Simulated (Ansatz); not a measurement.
A run on CH₂Cl₂, SMILES `ClCCl` with other settings.

```yaml
crystal:
  periodic: [false, false, false]
  atoms:
    - {symbol: Cl, position_ang: [1.619721, -0.449145, 0.316021]}
    - {symbol: C, position_ang: [-0.039974, -0.046872, 0.007097]}
    - {symbol: Cl, position_ang: [-0.520487, 1.364565, -0.927047]}
    - {symbol: H, position_ang: [-0.381191, -0.976171, -0.363654]}
    - {symbol: H, position_ang: [-0.663934, 0.086473, 1.078128]}
basis:
  gaussian: {orbitals: 6-31G, point_charges: [{charge: -1.00, position_ang: [4.574, 0.983, 0.636]}]}
magnetization: {spin_polarized: true, initial_magnetization: 0}
hamiltonian: {xc: {name: HSE06}, dispersion: d4}
output: {forces: true}
```

```sh
$ ansatz run in.yaml --threads 4 --pin off --events-out ev --progress --plain --max-ram 10444MiB
```

Output, abridged:

```
Functional definition: HSE06
475 factors; integrals over basis functions are off by at most 1.9e-4 eV
60 factors; integrals over basis functions are off by at most 3.0e-7 eV
mean field evaluation 1: about -26101.2986 eV, gradient 8.7e0 eV
mean field evaluation 2: about -26101.2049 eV, gradient 9.7e0 eV
mean field evaluation 4: about -26101.6994 eV, gradient 3.4e-1 eV
mean field evaluation 8: about -26101.6929 eV, gradient 3.5e-3 eV
mean field -26101.69285739 eV, -959.2195201464 hartree, gradient 1.3e-5 eV, S^2 0.000000; 0 other end points of the search recorded, 0 dependent functions left out
reference -26101.69287829 eV, -959.2195209144 hartree; 21, 21 occupied and 18, 18 virtual orbitals, 475 factors
Total energy: -26101.76369879 eV, -959.2221235195 hartree
Atom 0 at     1.619721    -0.449145     0.316021 Å, force     2.418344     0.636952     0.353069 eV/Å
Atom 1 at    -0.039974    -0.046872     0.007097 Å, force    -3.004076    -0.925067     4.767301 eV/Å
Atom 2 at    -0.520487     1.364565    -0.927047 Å, force    -0.029770     1.110941    -1.198791 eV/Å
Atom 3 at    -0.381191    -0.976171    -0.363654 Å, force    -1.328364    -0.441626    -1.217247 eV/Å
Atom 4 at    -0.663934     0.086473     1.078128 Å, force     1.947484    -0.297901    -2.720782 eV/Å
Dipole moment:    -0.006549    -0.289250     0.192097 e Å
```

Run time 1.1 s (4 threads of an Arm Neoverse N1 on a shared host); peak host memory 0.11 GiB.
